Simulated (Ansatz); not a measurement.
## SrBr3: from a trial structure to a relaxed crystal

Computed with Ansatz 0.2.0, DFT PBE, scalar-relativistic, plane waves, PAW. Cutoff 420 eV, Γ-centred k mesh, Gaussian smearing, no spin polarisation in the final step.

SrBr3 was placed on the sites of a reported Cu3Pd cell (P4/mmm, No. 123), with Sr in place of Pd, Br in place of Cu, at a guessed volume.

```
Sr Br
1.0
     4.90521    0.00000    0.00000
     0.00000    4.90521    0.00000
     0.00000    0.00000    4.85480
Sr Br
1 3
Direct
  0.00000 0.00000 0.00000
  0.00000 0.50000 0.50000
  0.50000 0.00000 0.50000
  0.50000 0.50000 0.00000
```

Cell and atoms relax at zero pressure; the relaxation can't lower the symmetry of the start.

The zero of energy is the elements' standard structures at the same level; no fitted shifts are applied.

Problem. What does it relax into?

Solution. It keeps P4/mmm (No. 123). Conventional cell: a = 5.092 Å, c = 4.558 Å. Sr is coordinated by 12 Br at 3.42–3.60 Å; Br on Wyckoff site e (2 atoms of the primitive cell) is coordinated by 4 Sr at 3.42 Å and 8 Br at 3.42–3.60 Å; around Br on Wyckoff site c (1 atom of the primitive cell) lie 8 Br at 3.42 Å and 4 Sr at 3.60 Å.

```
Sr Br
1.0
     5.09208    0.00000    0.00000
     0.00000    5.09208    0.00000
     0.00000    0.00000    4.55808
Sr Br
1 3
Direct
  0.00000 0.00000 0.00000
  0.00000 0.50000 0.50000
  0.50000 0.00000 0.50000
  0.50000 0.50000 0.00000
```

Problem. What are its volume, energy, density and gap?

Solution. The volume per atom is 29.55 Å³ and the density is 4.60 g/cm³. The energy over the elements is -1.24 eV/atom and the gap on the 10×10×10 mesh is 0 eV (a metal).

The final run used a 10×10×10 mesh on its 4-atom cell and 0.10 eV smearing. For metals, differences of a few meV/atom aren't resolved. A structure relaxed within its symmetry needn't be a true minimum. The steps took roughly 2.7 core-minutes in all.